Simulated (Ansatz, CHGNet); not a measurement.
Elastic constant C12 (GPa) of solids drawn from the class of elemental solids other than molecular ones, at two levels: the machine-learned potential CHGNet 0.3.0 (trained on PBE and PBE+U data), and PBE (Ansatz, an electronic-structure program, plane waves, PAW).

| solid | CHGNet 0.3.0 | PBE | shift (%) |
|---|---|---|---|
| hcp Hf | 129 | 69.5 | -46 |
| α-phase Ga | 40.9 | 26.3 | -36 |
| fcc Pt | 230 | 219 | -4.8 |
| fcc Pb | 24.7 | 35.7 | +45 |
| fcc Au | 91.4 | 131 | +43 |
| fcc Cu | 176 | 123 | -30 |
| hcp Mg | 30.6 | 24.2 | -21 |

The shifts run from -46 % to +45 %, with a median of -21 %.

Over all 7 rows PBE is the larger in 2.

Ansatz's runs of these crystals have no spin polarisation.

Spin–orbit coupling is left out, also for the solids with elements from indium on (hcp Hf, fcc Pt, fcc Pb, fcc Au); its size isn't shown.

Each level is taken at its own relaxed cell. Ansatz's density-functional and Hartree–Fock values are scalar-relativistic unless marked +SOC, with PAW data made under PBE.
